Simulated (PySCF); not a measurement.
# Spin-rotation constants: SMILES Cc1pccs1, C4H5PS

Geometry:
| atom | x (Å) | y (Å) | z (Å) |
| --- | --- | --- | --- |
| C1 | -2.058 | -0.035 | 0.000 |
| C2 | -0.567 | -0.080 | 0.013 |
| P3 | 0.369 | -1.478 | 0.340 |
| C4 | 1.904 | -0.622 | 0.147 |
| C5 | 1.850 | 0.692 | -0.157 |
| S6 | 0.291 | 1.386 | -0.323 |
| H7 | -2.432 | 0.678 | 0.735 |
| H8 | -2.459 | -1.019 | 0.235 |
| H9 | -2.430 | 0.271 | -0.978 |
| H10 | 2.845 | -1.135 | 0.271 |
| H11 | 2.693 | 1.344 | -0.307 |

Computed with GIAO CAM-B3LYP/pcSseg-1 magnetisability, rotational g tensor and spin-rotation constants, non-relativistic, gas phase (PySCF 2.14.0). Geometry: GFN2-xTB.

Q: Give the nuclear spin-rotation constants along the inertial axes (H = +C I·J) beside the isotropic shieldings.

A: Rotational constants 3.2927, 2.9359, 1.5671 GHz. A star marks the isotopologue with that one atom substituted, in its own axes.
```tsv
atom	isotope	Caa (kHz)	Cbb (kHz)	Ccc (kHz)	mean (kHz)	σ (ppm)
P3	31P	9.409	6.548	2.383	6.113	68.4
H7	1H	-0.264	-0.230	-0.024	-0.173	28.8
H8	1H	-0.247	0.044	-0.170	-0.124	28.6
H9	1H	-0.263	-0.233	-0.023	-0.173	28.8
H10	1H	0.250	-0.162	-0.172	-0.028	24.0
H11	1H	0.116	-0.063	-0.167	-0.038	23.9
C1	13C*	0.437	0.489	0.216	0.381	164.9
C2	13C*	2.155	1.378	0.271	1.268	-21.7
C4	13C*	1.633	1.167	0.244	1.015	31.6
C5	13C*	1.629	1.054	0.272	0.985	35.9
S6	33S*	1.512	1.307	0.536	1.118	156.3
```
For the geometry as given, no vibrational averaging.

Q: How do the rotational constants and the g tensor change when H7, H8, H9, H10, H11 are replaced by deuterium?

A: Constants 3.1601, 2.4249, 1.3957 GHz; g -0.0519, -0.0353, 0.0148, against -0.0541, -0.0427, 0.0167 before.
